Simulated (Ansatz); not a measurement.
One structure, 3 elements: Mg2C3, Sr2C3, Ba2C3

Plane-wave DFT in Ansatz with scalar-relativistic PAW potentials, cutoff 420 eV, Γ-centred meshes chosen by cell and gap, Gaussian smearing with energies taken to zero width. Every cell was relaxed (cell and atoms) in a run of its own, within the symmetry of its start. Functional: PBE.

All members share space group R-3c and the same sites; only the element on one set of sites changes (Mg, Sr, Ba). Members needn't be the stable form of their composition. Energies over the elements, where given, are against the elements' standard states in the same functional (H₂, N₂, O₂ and halogens uncorrected, Hg as a solid). The first member:

Space group R-3c:H (No. 167). a = 4.775 Å, b = 4.775 Å, c = 18.243 Å, α = 90.00°, β = 90.00°, γ = 120.00°
```csv
atom,site,symmetry,x,y,z
Mg,12c,3.,0.6667,0.3333,0.2081
C,18e,.2,0.5141,0.6667,0.4167
```

| compound | V (Å³/atom) | a (Å) | c (Å) | energy over elements (eV/atom) |
| --- | --- | --- | --- | --- |
| Mg2C3 | 12.01 | 4.775 | 18.243 | 0.700 |
| Ba2C3 | 21.66 | 6.098 | 20.181 | 0.420 |

Problem. Predict the member with Sr.

Solution. V (Å³/atom) 18.83, a (Å) 5.740, c (Å) 19.798, energy over elements (eV/atom) 0.400. Interpolating linearly in period between Mg and Ba would give 18.45 Å³/atom (2.1 % too small), with 0.513 eV/atom over the elements. Over the whole series the volume grows at each step down the group; all are metallic on the mesh; none is bound against its elements in this structure, and Sr comes closest.

Spin-orbit coupling is left out, which matters for the bands of heavy elements.